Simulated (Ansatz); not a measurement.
# AlF₄−: basis-set convergence

Aim: see how fast density functionals converge with the basis set for AlF₄−.

Computed with Ansatz 0.2.0, Gaussian basis. Level: one geometry, several basis sets.

Plan: PBE0-D4/def2-SVPD; ωB97M-V/def2-SVPD; PBE0-D4/def2-QZVPPD; ωB97M-V/def2-QZVPPD; the functionals' def2-TZVPPD values are taken from earlier runs.

### Step 1. Structure used throughout

All runs share one geometry, relaxed beforehand with PBE0-D4 in a triple-zeta def2 set.

SMILES `[F][Al-]([F])([F])[F]`, 5 atoms, charge -1, spin multiplicity 1.

Atoms are counted from 1 here; the program's logs count them from 0.

Bond lengths: F1–Al2 1.689 Å, Al2–F3 1.689 Å, Al2–F4 1.689 Å, Al2–F5 1.689 Å. Angles: F1–Al2–F3 109.5°, F1–Al2–F4 109.5°, F1–Al2–F5 109.5°, F3–Al2–F4 109.5°, F3–Al2–F5 109.5°, F4–Al2–F5 109.5°.

Coordinates:

```xyz
5
charge -1, multiplicity 1
F    -0.1015   -0.2940    1.6600
Al    0.0000    0.0000    0.0000
F    -1.3430    0.8958   -0.4962
F     0.0345   -1.4699   -0.8310
F     1.4099    0.8681   -0.3328
```

### Step 2. PBE0-D4 in def2-SVPD

in.yaml reads:

```yaml
crystal:
  periodic: [false, false, false]
  atoms:
    - {symbol: F, position_ang: [-0.101492, -0.294048, 1.659994]}
    - {symbol: Al, position_ang: [-0.000003, 0.000002, 0.000002]}
    - {symbol: F, position_ang: [-1.343001, 0.895813, -0.496204]}
    - {symbol: F, position_ang: [0.034543, -1.469894, -0.830998]}
    - {symbol: F, position_ang: [1.409943, 0.868127, -0.332795]}
basis:
  gaussian: {orbitals: def2-SVPD}
total_charge: -1
hamiltonian: {xc: pbe0, dispersion: d4}
output: {orbitals: {seedname: orbitals}}
```

The runs that follow: ωB97M-V in def2-SVPD; PBE0-D4 in def2-QZVPPD; ωB97M-V in def2-QZVPPD.

Q: Predict the results of all the runs planned. Wanted: PBE0-D4: double and triple zeta above quadruple; ωB97M-V: double and triple zeta above quadruple.

As calculated:

```
                                       quantity           value
PBE0-D4: double and triple zeta above quadruple  15.85, 0.79 eV
ωB97M-V: double and triple zeta above quadruple  15.85, 0.72 eV
```

**Reading.** PBE0-D4 gains 15.05 eV from double to triple zeta, then 0.79 eV more. Total energies overstate the basis error of differences, where much of it tends to cancel. The LUMO of ωB97M-V is positive and keeps falling with the basis (4.34 to 3.68 eV): an unbound level that the basis holds in place.
